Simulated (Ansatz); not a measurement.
# LiH: vertical ionisation energy

The task here is to estimate one member of a computed series from the others.

Computed with Ansatz 0.2.0, Gaussian basis. Level: unrestricted cation, the program's frozen cores in correlated methods.

The runs, in order: UKS PBE-D4/def2-TZVPP; UKS r2SCAN-D4/def2-TZVPP; UKS PBE0-D4/def2-TZVPP; UKS B3LYP-D4/def2-TZVPP; UKS wB97X-V/def2-TZVPP; UKS wB97M-V/def2-TZVPP; UKS B2PLYP/def2-TZVPP; UHF-CCSD(T)/def2-TZVPP; UHF-CCSD(T)/def2-QZVPP; extrapolation to the limit; then −ε(HOMO) from the neutral's earlier runs with LDA (SPW92), PBE-D4, revPBE-D4, BLYP-D4, r2SCAN-D4, B97M-V, PBE0-D4, B3LYP-D4, r2SCANh-D4, r2SCAN0-D4, HSE06-D4, BHLYP-D4, CAM-B3LYP-D4, LC-ωPBE, ωB97X-V, ωB97M-V.

**Structure used throughout**

The geometry comes from an earlier relaxation with PBE0-D4 in a triple-zeta def2 set; it is a stationary point.

2 atoms, charge 0, spin multiplicity 1.

Atoms are counted from 1 here; the program's logs count them from 0.

Bond lengths: Li1–H2 1.597 Å.

Geometry (Å):

```xyz
2

Li    0.0000    0.0000    0.3887
H     0.0000    0.0000   -1.2087
```

The first run:

in.yaml

```yaml
crystal:
  periodic: [false, false, false]
  atoms:
    - {symbol: Li, position_ang: [0.000000, -0.000000, 0.388738]}
    - {symbol: H, position_ang: [-0.000000, 0.000000, -1.208738]}
basis:
  gaussian: {orbitals: def2-TZVPP}
total_charge: 1
magnetization: {spin_polarized: true, initial_magnetization: 1}
hamiltonian: {xc: pbe, dispersion: d4}
```

On the command line:

```sh
> ansatz run in.yaml --threads 2 --pin off --events-out ev --progress --plain --max-ram 32768MiB --backend cpu
```

Among the steps run: Cation, UKS PBE-D4/def2-TZVPP; Cation, UKS r2SCAN-D4/def2-TZVPP; Cation, UKS PBE0-D4/def2-TZVPP; Cation, UKS B3LYP-D4/def2-TZVPP; Cation, UKS wB97X-V/def2-TZVPP; Cation, UKS wB97M-V/def2-TZVPP; Cation, UKS B2PLYP (frozen core)/def2-TZVPP; Cation, UHF-CCSD(T)/def2-TZVPP; Cation, UHF-CCSD(T)/def2-QZVPP.

One table of the session follows, with a row left open; its other results are not shown here.

It belongs to the step «Ionisation energies side by side». Orbital estimates, from the neutral's runs:

```
  functional  −ε(HOMO) (eV)
 LDA (SPW92)           4.41
      PBE-D4           4.37
   revPBE-D4           4.35
     BLYP-D4           4.33
   r2SCAN-D4           4.52
      B97M-V           4.66
     PBE0-D4           5.45
    B3LYP-D4           5.32
  r2SCANh-D4              ?
  r2SCAN0-D4           5.55
    HSE06-D4           5.04
    BHLYP-D4           6.53
CAM-B3LYP-D4           6.87
     LC-ωPBE           8.18
     ωB97X-V           7.85
     ωB97M-V           7.69
```

Estimate the missing values for r2SCANh-D4.

Worked estimate for «−ε(HOMO) (eV)». Against the share of exact exchange, r2SCAN-D4 (0, 4.52), r2SCAN0-D4 (0.25, 5.55) give a slope of 4.12 per unit share; at 0.1 the line stands at 4.93.

As computed: −ε(HOMO) (eV): 4.93. In «−ε(HOMO) (eV)» the line misses by 0.00.
